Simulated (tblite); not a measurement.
Compound: PO₂ (charge +1).
SMILES: `O=[P+]=O`

Level: GFN2-xTB in tblite, geometry and Hessian alike; calculated harmonic values, unscaled, isolated species. This tight-binding method is rough: wavenumbers can miss measured ones by several per cent, in bad cases by 10 to 20.

Harmonic wavenumbers (cm⁻¹): 305.4, 305.5, 1197.6, 1653.4.

B = 7972 MHz (linear); mass 62.964 u (most abundant isotopes); point group D∞h, symmetry number 2.

Q: Zero-point energy?

A: Half the sum of the wavenumbers: 1731 cm⁻¹ = 20.71 kJ/mol.

Q: What is S at 400 K and 1 bar for an ideal gas of classical rigid rotors and harmonic oscillators?

A: Translation 166.63, rotation 60.35, vibration 16.63: S = 243.6 J/(mol K).

Q: And Cp and H(400 K) − H(0)?

A: Cp = 47.06 J/(mol K), of which vibrations give 17.96 (their classical limit is 4 R = 33.3); H(400 K) − H(0) = 15.54 kJ/mol without the zero-point energy, 3.90 from vibrations.

Q: Which modes carry the vibrational entropy at 400 K?

A: 305.4 cm⁻¹: 7.94; 305.5 cm⁻¹: 7.94; 1197.6 cm⁻¹: 0.60; 1653.4 cm⁻¹: 0.15 J/(mol K).

Q: How do the functions run with temperature in this model?

A: 
```csv
T (K),S (J/(mol K)),Cp (J/(mol K)),H − H(0) (kJ/mol),G − H(0) (kJ/mol),ln q(vib)
50,166.5,29.3,1.46,-6.87,0.00
100,187.8,33.2,3.00,-15.77,0.02
298.15,230.2,44.1,10.90,-57.75,0.52
373.15,240.4,46.3,14.29,-75.41,0.75
500,254.4,49.7,20.38,-106.82,1.11
750,275.6,54.5,33.46,-173.20,1.78
1000,291.7,57.3,47.48,-244.18,2.36
```

q(vib) and H(0) count from the zero-point level.
